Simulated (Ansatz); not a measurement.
BH₇Si₂ (`[SiH3]B[SiH3]`), relaxed with RKS PBE-D4/def2-SVP in the Gaussian-basis code of Ansatz from a rough embedded geometry. The force threshold is 0.03 eV/Å; the program also tests the step.

The species carries charge 0 and has multiplicity 1.

Start:

```xyz
10

Si   -0.099    1.035    1.236
B     0.172   -0.665    0.493
Si   -0.065   -0.815   -1.407
H     0.965    1.905    0.885
H    -0.135    0.956    2.753
H    -1.413    1.621    0.814
H     1.049   -1.324    0.955
H     1.015   -0.199   -2.103
H    -1.398   -0.241   -1.826
H    -0.091   -2.272   -1.800
```

```tsv
step	energy (eV)	largest force (eV/Å)	largest move (Å)
1	-16528.0175	3.272	0.000
2	-16528.6365	0.938	0.195
3	-16528.7019	0.208	0.072
4	-16528.7051	0.044	0.016
5	-16528.7068	0.024	0.084
6	-16528.7073	0.026	0.054
```

End:

```xyz
10

Si   -0.148    1.108    1.385
B     0.373   -0.576    0.412
Si   -0.117   -0.940   -1.506
H     0.977    2.083    1.096
H    -0.235    0.955    2.884
H    -1.423    1.736    0.885
H     1.128   -1.353    0.969
H     1.025   -0.346   -2.309
H    -1.383   -0.261   -1.959
H    -0.196   -2.405   -1.857
```

It took 8.5 s on 2 threads of an Intel Xeon Platinum 8375C on a shared host, with 0.14 GiB of host memory at the peak.
